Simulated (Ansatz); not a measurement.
Stepwise reaction of `FBF` with hydrogen, as a gas-phase model of exchange steps in deposition or etching. ΔE in kJ/mol; ΔG adds harmonic PBE0-D4 terms to CCSD(T)/CBS, at 1 bar.

Computed with Ansatz on PBE0-D4/def2-TZVP structures; ΔE is electronic, products minus reactants. CBS: MP2 limit from def2 TZ/QZ plus the TZ coupled-cluster correction, frozen cores. This one scheme is used for every species. DFT in def2-TZVPP. B3LYP here is the variant with VWN-RPA as its local correlation; programs differ in this.

```
step                 reaction  PBE-D4  B3LYP-D4  ωB97M-V  CCSD(T)/CBS  ΔG(400 K)
   1  `FBF` + H₂ → `BF` + H–F   146.4     147.8    147.8        140.8      142.3
   2    `BF` + H₂ → BH₃ + H–F   136.0     135.3    133.6        126.4      130.6
```

Task: By hand: ΔE of the 2 steps together at CCSD(T)/CBS.

Result: (140.8) + (126.4) = 267.2 kJ/mol, or 133.6 kJ/mol a step.

In ΔE each step is lower than the one before. All are uphill at CCSD(T)/CBS. ΔG lies between 130.6 and 142.3 kJ/mol a step. PBE-D4 differs from CCSD(T)/CBS by 5.6 to 9.6 kJ/mol a step. Isolated molecules leave out the surface, adducts and barriers. Largest T1 diagnostic: 0.013.
